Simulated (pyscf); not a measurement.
NH₃ + H₂N–Ga(NH₂)–OH → H₂N–Ga(NH₂)–NH₂ + H₂O, a four-centre exchange (singlet surface; H–N, Ga–O broken, Ga–N, H–O formed). Single points on ωB97X-D3(BJ)/def2-SVP structures (PySCF, gas phase). Energies in kcal/mol from the separated reactants.

Small-basis levels: PySCF, no dispersion term, spherical d functions. AM1 to PM7: differences of heats of formation from MOPAC, which are fitted to 298 K values and so differ in kind from electronic energies by zero-point and thermal terms. Cost: rough CPU time at the saddle relative to B3LYP/6-31G*+LANL2DZ, from one job on a shared machine.

| level | barrier | reaction energy | cost |
|---|---|---|---|
| HF/3-21G | ? | +9.9 | 0.09 |
| B3LYP/6-31G*+LANL2DZ | -1.6 | +12.5 | 1 |
| PBE/def2-SVP | -9.0 | +8.7 | 3 |
| B3LYP/def2-SVP | -3.4 | +8.9 | 2 |
| AM1 | ? | -17.8 | under 0.02 |
| PM6 | 12.4 | +6.0 | under 0.02 |
| PM7 | 1.0 | -0.4 | under 0.02 |
| ωB97M-D3(BJ)/def2-TZVP | ? | +7.1 | – |

**Question.** Fill in the missing entries.

**Answer.** 
- HF/3-21G, barrier: -13.4
- AM1, barrier: 5.2
- ωB97M-D3(BJ)/def2-TZVP, barrier: 1.3

Against the last row the barrier runs from -14.7 (HF/3-21G) to +11.1 kcal/mol (PM6). ωB97M-D3(BJ)/def2-TZVP has limits of its own. On the reactant side the descent ends in an adduct with a Ga–N contact, 21.6 kcal/mol under the separated species and 21.7 kcal/mol under the saddle at ωB97X-D3(BJ)/def2-TZVP. On the product side the descent ends in an adduct with a Ga–O contact, 12.9 kcal/mol under the separated species and 6.3 kcal/mol under the saddle at ωB97X-D3(BJ)/def2-TZVP. At ωB97M-D3(BJ) the saddle lies under the separated products, which points to a path from their complex (located at ωB97X-D3(BJ) alone), and parting the products costs more than the saddle. What is counted as formed (Ga–N) is already present as a longer contact in the reactant adduct; forming that adduct is a step of its own. What is counted as broken (Ga–O) persists as a longer contact in the product adduct; parting that adduct is a step of its own. One saddle was located; it need not be the lowest between these sides. In the def2 sets elements up to Kr have no core potential.
